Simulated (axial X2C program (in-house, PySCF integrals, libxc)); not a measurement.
# Spin–orbit effects along a row: molecules with O (ions), PBE0

Computed with an axial X2C code built on PySCF integrals, spin-free (one-electron X2C) or two-component (2c: spin–orbit coupling with atomic mean-field Coulomb and Gaunt terms, which also bring small scalar terms), in Dyall basis sets with cores contracted in-house; open shells are unrestricted.

Basis sets: Al dyall-av3z, Na dyall-av3z, O dyall-av3z, P dyall-av3z, S dyall-av3z, Si dyall-av3z.

| molecule | spin-free state | Re (Å) | ωe (cm⁻¹) | De (eV) | 2c state | Re 2c (Å) | ωe 2c (cm⁻¹) | De 2c (eV) |
| --- | --- | --- | --- | --- | --- | --- | --- | --- |
| NaO⁻ | M_S = 1, Λ = 1 | 2.132 | 402.0 | 1.72 | Ω = 2 | 2.132 | 402.0 | 1.72 |
| AlO⁻ | M_S = 0, Λ = 0 | 1.644 | 976.9 | 6.03 | Ω = 0 | 1.645 | 977.0 | 6.03 |
| SiO⁻ | M_S = 1/2, Λ = 1 | 1.557 | 1094.8 | 6.54 | Ω = 1/2 | 1.558 | 1094.2 | 6.55 |
| PO⁻ | M_S = 1, Λ = 0 | 1.543 | 1058.8 | 5.74 | Ω = 1 | 1.543 | 1058.8 | 5.75 |
| SO⁻ | M_S = 1/2, Λ = 1 | 1.576 | 934.6 | 4.30 | Ω = 3/2 | 1.576 | 934.5 | 4.32 |

Fragments in 2c: Na + O-, Al + O-, Si- + O, P + O-, S- + O. Each entry is the lowest single determinant of a limited PBE0 search at one distance. De goes to single-determinant-based atoms at the same level (for ions the charge split of lowest energy) and is withheld (n/a) where an atom does not fit its ground term or J level. Main or longest-lived isotopes. One determinant is a doubtful description, or other states lie close, for NaO⁻, PO⁻; these need not be ground states, and all values refer to the states named. Some open-shell Ω = 0 determinants are out of reach, so the Ω given for NaO⁻, PO⁻ need not be the lowest component. With several unpaired electrons the Ω given is that of one determinant, not necessarily of the lowest component. Some light 2c atoms are not at their ground J level, so De misses part of their lowering (0.04 eV or less). The functionals have no current term, which raises determinants with orbital currents.
